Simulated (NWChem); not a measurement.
The numbers come from NWChem runs, not from measurements. System: CH2O2, charge 1, spin multiplicity 2, at the geometry of a parent with another charge or spin, in a state set for the comparison that need not be this species' ground state. Its SCF solution wasn't tested for a lower state. Level: UHF/def2-TZVPD.

The NWChem input:

```
start mol
memory heap 200 mb stack 800 mb global 1000 mb
charge 1
geometry units angstroms nocenter noautoz
  O      0.744122     0.827576     0.000000
  C      0.177284    -0.377620     0.000000
  O     -1.000647    -0.584248     0.000000
  H      0.024469     1.480561     0.000000
  H      0.964025    -1.161465     0.000000
  symmetry group Cs
end
basis spherical
  * library def2-tzvpd
end
scf
  uhf
  nopen 1
  maxiter 100
  thresh 1e-7
  semidirect memsize 60000000 filesize 0
  # guess.movecs holds the orbitals of an unrestricted PBE0 run
  vectors input guess.movecs output mol.movecs
end
task scf energy
```

NWChem printed:

```
             Northwest Computational Chemistry Package (NWChem) 7.3.0
             --------------------------------------------------------

                                NWChem Input Module
                                -------------------

 Scaling coordinates for geometry "geometry" by  1.889725989
 (inverse scale =  0.529177249)

 Turning off AUTOSYM since
 SYMMETRY directive was detected!

                             Geometry "geometry" -> ""
                             -------------------------

 Output coordinates in angstroms (scale by  1.889725989 to convert to a.u.)

  No.       Tag          Charge          X              Y              Z
 ---- ---------------- ---------- -------------- -------------- --------------
    1 O                    8.0000     0.74412200     0.82757600     0.00000000
    2 C                    6.0000     0.17728400    -0.37762000     0.00000000
    3 O                    8.0000    -1.00064700    -0.58424800     0.00000000
    4 H                    1.0000     0.02446900     1.48056100     0.00000000
    5 H                    1.0000     0.96402500    -1.16146500     0.00000000

 Effective nuclear repulsion energy (a.u.)      70.5269706105

            Nuclear Dipole moment (a.u.)
            ----------------------------
        X                 Y               Z
 ---------------- ---------------- ----------------
    -0.0000037795     0.0000000000     0.0000000000

      Symmetry information
      --------------------

 Group name             Cs
 Group number              2
 Group order               2
 No. of unique centers     5

      Symmetry unique atoms

     1    2    3    4    5


 Summary of "ao basis" -> "" (spherical)
 ------------------------------------------------------------------------------
       Tag                 Description            Shells   Functions and Types
 ---------------- ------------------------------  ------  ---------------------
 *                         def2-tzvpd                 on all atoms

 Summary of "ao basis" -> "ao basis" (spherical)
 ------------------------------------------------------------------------------
       Tag                 Description            Shells   Functions and Types
 ---------------- ------------------------------  ------  ---------------------
 O                         def2-tzvpd               14       40   6s4p3d1f
 C                         def2-tzvpd               13       37   6s3p3d1f
 H                         def2-tzvpd                5        9   3s2p

                                 NWChem SCF Module
                                 -----------------

  ao basis        = "ao basis"
  functions       =   135
  atoms           =     5
  alpha electrons =    12
  beta  electrons =    11
  charge          =   1.00
  wavefunction    = UHF
  use symmetry    = T
  symmetry adapt  = T

 Summary of "ao basis" -> "ao basis" (spherical)
 ------------------------------------------------------------------------------
       Tag                 Description            Shells   Functions and Types
 ---------------- ------------------------------  ------  ---------------------
 O                         def2-tzvpd               14       40   6s4p3d1f
 C                         def2-tzvpd               13       37   6s3p3d1f
 H                         def2-tzvpd                5        9   3s2p

      Symmetry analysis of basis
      --------------------------

        a'         93
        a"         42

 Forming initial guess at       0.1s
[...]
              MO Center=  5.8D-01,  4.3D-01, -5.5D-16, r^2= 1.5D+00
   Bfn.  Coefficient  Atom+Function         Bfn.  Coefficient  Atom+Function
  ----- ------------  ---------------      ----- ------------  ---------------
     7      0.359158  1 O  px                10      0.319299  1 O  px
     4      0.182944  1 O  s                  5      0.180493  1 O  s
    84      0.169007  3 O  px                47     -0.162882  2 C  px
    13      0.159222  1 O  px

 Vector   11  Occ=1.000000D+00  E=-8.331084D-01  Symmetry=a"
              MO Center=  2.0D-01,  3.7D-01,  3.0D-15, r^2= 1.6D+00
   Bfn.  Coefficient  Atom+Function         Bfn.  Coefficient  Atom+Function
  ----- ------------  ---------------      ----- ------------  ---------------
     9      0.393067  1 O  pz                12      0.362196  1 O  pz
    86     -0.270075  3 O  pz                89     -0.247884  3 O  pz
    15      0.215103  1 O  pz

 Vector   12  Occ=0.000000D+00  E=-2.792552D-01  Symmetry=a'
              MO Center= -6.3D-01, -4.6D-01,  2.2D-17, r^2= 1.8D+00
   Bfn.  Coefficient  Atom+Function         Bfn.  Coefficient  Atom+Function
  ----- ------------  ---------------      ----- ------------  ---------------
    85      0.339291  3 O  py                88      0.320531  3 O  py
    91      0.306046  3 O  py                46      0.177984  2 C  s

 Vector   13  Occ=0.000000D+00  E=-1.557599D-01  Symmetry=a"
              MO Center=  1.7D-01, -4.2D-01,  5.6D-15, r^2= 1.9D+00
   Bfn.  Coefficient  Atom+Function         Bfn.  Coefficient  Atom+Function
  ----- ------------  ---------------      ----- ------------  ---------------
    52      0.426407  2 C  pz                55      0.378503  2 C  pz
    49      0.362024  2 C  pz                92     -0.258862  3 O  pz
    86     -0.226787  3 O  pz                89     -0.220835  3 O  pz
    15     -0.185521  1 O  pz                 9     -0.174366  1 O  pz
    12     -0.169577  1 O  pz

 Vector   14  Occ=0.000000D+00  E=-1.083363D-01  Symmetry=a'
              MO Center= -4.6D-01,  4.3D-01, -4.2D-16, r^2= 9.5D+00
   Bfn.  Coefficient  Atom+Function         Bfn.  Coefficient  Atom+Function
  ----- ------------  ---------------      ----- ------------  ---------------
    46      5.317048  2 C  s                 83     -3.679808  3 O  s
     6     -2.794023  1 O  s                129      1.731759  5 H  s
    53     -1.256062  2 C  px                17      0.927553  1 O  py
   120      0.919409  4 H  s                 93     -0.793013  3 O  px
    82     -0.747470  3 O  s                 54      0.720876  2 C  py

 center of mass
 --------------
 x =  -0.04023230 y =  -0.01305553 z =   0.00000000

 moments of inertia (a.u.)
 ------------------
          77.464090716405         -61.775612839638           0.000000000000
         -61.775612839638          93.439750901800           0.000000000000
           0.000000000000           0.000000000000         170.903841618205

  Mulliken analysis of the total density
  --------------------------------------

    Atom       Charge   Shell Charges
 -----------   ------   -------------------------------------------------------
    1 O    8     8.33   0.79  1.18  0.58  0.98  0.26 -0.01  1.83  2.03  0.65  0.01  0.00  0.04 -0.00  0.00
    2 C    6     5.43   0.86  1.12  0.54  0.57  0.09 -0.00  1.14  0.93 -0.01  0.06  0.15 -0.02  0.02
    3 O    8     7.99   0.79  1.18  0.62  0.99  0.32  0.02  1.78  1.79  0.46  0.01  0.01  0.03  0.00  0.00
    4 H    1     0.59   0.23  0.30  0.02  0.04 -0.01
    5 H    1     0.66   0.24  0.40 -0.01  0.02  0.00

  Mulliken analysis of the alpha density
  --------------------------------------

    Atom       Charge   Shell Charges
 -----------   ------   -------------------------------------------------------
    1 O    8     4.21   0.40  0.59  0.29  0.49  0.13 -0.00  0.93  1.03  0.32  0.01  0.00  0.02 -0.00  0.00
    2 C    6     2.63   0.43  0.56  0.26  0.27  0.04 -0.00  0.54  0.42 -0.01  0.03  0.08 -0.01  0.01
    3 O    8     4.50   0.40  0.59  0.32  0.51  0.15  0.00  1.13  1.11  0.27  0.00  0.00  0.02 -0.00  0.00
    4 H    1     0.30   0.11  0.15  0.01  0.02 -0.00
    5 H    1     0.36   0.13  0.22 -0.01  0.01  0.00

   Mulliken analysis of the beta density
   -------------------------------------

    Atom       Charge   Shell Charges
 -----------   ------   -------------------------------------------------------
    1 O    8     4.12   0.40  0.59  0.29  0.49  0.13 -0.00  0.89  0.99  0.32  0.01  0.00  0.02 -0.00  0.00
    2 C    6     2.81   0.43  0.56  0.28  0.30  0.04 -0.00  0.61  0.50 -0.00  0.02  0.07 -0.01  0.01
    3 O    8     3.48   0.40  0.59  0.30  0.48  0.17  0.01  0.65  0.68  0.19  0.00  0.00  0.02  0.00  0.00
    4 H    1     0.29   0.12  0.15  0.01  0.02 -0.00
    5 H    1     0.30   0.11  0.18 -0.00  0.01 -0.00

   Mulliken analysis of the spin density
   -------------------------------------

    Atom       Charge   Shell Charges
 -----------   ------   -------------------------------------------------------
    1 O    8     0.09  -0.00 -0.00  0.00  0.00  0.00  0.00  0.04  0.04  0.00  0.00  0.00 -0.00  0.00  0.00
    2 C    6    -0.18  -0.00  0.00 -0.02 -0.03  0.00 -0.00 -0.07 -0.08 -0.01  0.01  0.01  0.00  0.00
    3 O    8     1.02   0.00 -0.00  0.02  0.03 -0.03 -0.01  0.48  0.44  0.09  0.00 -0.00 -0.00 -0.00 -0.00
    4 H    1     0.00  -0.00 -0.00  0.00 -0.00  0.00
    5 H    1     0.07   0.02  0.04 -0.00 -0.00  0.00

       Multipole analysis of the density wrt the origin
       ------------------------------------------------

     L   x y z        total         alpha         beta         nuclear
     -   - - -        -----         -----         ----         -------
     0   0 0 0      1.000000    -12.000000    -11.000000     24.000000

     1   1 0 0      0.014698      0.795711     -0.781009     -0.000004
     1   0 1 0     -0.248238      0.388072     -0.636310      0.000000
     1   0 0 1      0.000000      0.000000      0.000000      0.000000

     2   2 0 0    -10.409436    -31.440903    -27.387223     48.418691
     2   1 1 0     -1.859071    -16.288743    -14.561723     28.991396
     2   1 0 1      0.000000     -0.000000      0.000000      0.000000
     2   0 2 0     -6.222201    -26.834514    -24.406185     45.018498
     2   0 1 1      0.000000      0.000000     -0.000000      0.000000
     2   0 0 2    -11.082886     -5.620464     -5.462422      0.000000

 Task  times  cpu:       12.0s     wall:       12.0s

 Total times  cpu:       12.0s     wall:       12.0s
```
